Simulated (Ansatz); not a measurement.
Ideal-gas functions of BH, SMILES `[BH]` at 800 K and 1 bar, from an Ansatz frequency run at PBE0-D4/def2-TZVP.

Molar mass 11.82 g/mol, point group C∞v (symmetry number 1), electronic degeneracy 1, moments of inertia 1.42 u Å². Harmonic wavenumbers (cm⁻¹, unscaled): 2329.

Use S(trans) = R[1.5 ln M + 2.5 ln T − 1.1517]; rotational temperatures θ = 24.2544 K / I; S(rot) = R[ln(T/σθ) + 1]; for each mode x = 1.438777 ν̃/T, S = R[x/(eˣ − 1) − ln(1 − e⁻ˣ)] and H = RT x/(eˣ − 1); 1 cm⁻¹ = 0.0119627 kJ/mol; R = 8.31446 J/(mol·K).

Question: By hand: the entropy, in J/(mol·K).

Answer: Translation 160.2. Rotation: θ = 17.0806 K, giving 40.3. Vibration, mode by mode: 0.66, in all 0.7. Electronic 0.0. Sum 201.2 J/(mol·K).

Question: By hand: H − E and G − E in kJ/mol, counted from the electronic energy.

Answer: Zero-point energy ½ × 2329 × 0.0119627 = 13.9; thermal vibration 0.4; translation, rotation and pV give 3.5 RT = 23.3. H − E = 37.6 kJ/mol, and G − E = 37.6 − 800 × 201.2/1000 = -123.4 kJ/mol.

Vibration gives 0 % of the entropy; all modes have x over 3 and are hardly excited.
